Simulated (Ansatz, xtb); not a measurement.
**Relative energy of two isomers of C2OS2**

We compare I, `O=C1SC1=S`, a singlet, with II, `O=C=C=S=S`, a singlet. Both are isolated molecules in the gas phase, relaxed with PBE-D3(BJ)/def2-SVP.

I (Å):

```yaml
atoms:
  - { symbol: C, position_ang: [-1.6548, -0.5386, 0.7089] }
  - { symbol: C, position_ang: [-0.5292, -1.2451, 1.2121] }
  - { symbol: O, position_ang: [-2.5248, -0.2954, -0.0625] }
  - { symbol: S, position_ang: [-0.9483, 0.0765, 2.3612] }
  - { symbol: S, position_ang: [0.5170, -2.4576, 0.9782] }
```

II (Å):

```xyz
5

C    -1.0864   -1.5742    1.0340
C     0.1353   -1.3126    0.6598
O     1.2567   -1.1992    0.3112
S    -2.9359    0.7865    1.7101
S    -2.5741   -1.1456    1.5194
```

Quicker runs give these differences E(II) − E(I): GFN2-xTB +0.217 eV; HF/STO-3G +2.751 eV (at GFN2-xTB geometries); r2SCAN-D4/def2-SVP +0.886 eV (at GFN2-xTB geometries).

Question: Estimate E(II) − E(I) at the level CCSD(T)/def2-SVP + ΔMP2/def2-TZVPP.

Answer: Calculated at CCSD(T)/def2-SVP + ΔMP2/def2-TZVPP: E(II) − E(I) = +0.747 eV, so structure I lies lower.

Level by level:

| level | geometry | E(II) − E(I) (eV) | departure from the last row (eV) | job, with rough time for the two |
| --- | --- | --- | --- | --- |
| GFN2-xTB | GFN2-xTB | +0.217 | −0.530 | optimisation, 1 s |
| HF/STO-3G | GFN2-xTB | +2.751 | +2.003 | single point, 1.8 s |
| r2SCAN-D4/def2-SVP | GFN2-xTB | +0.886 | +0.139 | single point, 7.5 s |
| PBE-D3(BJ)/def2-SVP | PBE-D3(BJ)/def2-SVP | +0.850 | +0.103 | optimisation, 42 s |
| HF/def2-SVP | PBE-D3(BJ)/def2-SVP | +1.180 | +0.433 | part of the CCSD(T) run |
| MP2/def2-SVP | PBE-D3(BJ)/def2-SVP | +1.079 | +0.331 | part of the CCSD(T) run |
| CCSD(T)/def2-SVP | PBE-D3(BJ)/def2-SVP | +1.079 | +0.331 | single point |
| CCSD(T)/def2-SVP + ΔMP2/def2-TZVPP | PBE-D3(BJ)/def2-SVP | +0.747 |  | single point, 71 s |

As drawn, II has 1 C=C, 1 S=S in place of 2 C–S, 1 C–C. Structure I has a 3-membered ring, II no ring.

None of the levels shown reverses the order. The largest departure from CCSD(T)/def2-SVP + ΔMP2/def2-TZVPP is that of HF/STO-3G, 2.003 eV. The last row adds to CCSD(T) the change of the MP2 difference between the two basis sets, here −0.331 eV, a large step that makes the value less sure.

With harmonic frequencies from PBE-D3(BJ)/def2-SVP (ideal gas, rigid rotor, one conformer each, 298.15 K, 1 atm): the zero-point term adds +0.007 eV; ΔH is +0.765 and ΔG +0.723 eV.

The T1 diagnostic of structures I and II is large, so the coupled-cluster value is less sure. The correlated steps freeze 13 core orbitals. Run with Ansatz 0.2.0, xtb 6.7.1; the last row on 1 thread of Intel(R) Xeon(R) Processor @ 2.50GHz (Skylake/Cascade Lake) on a shared host.
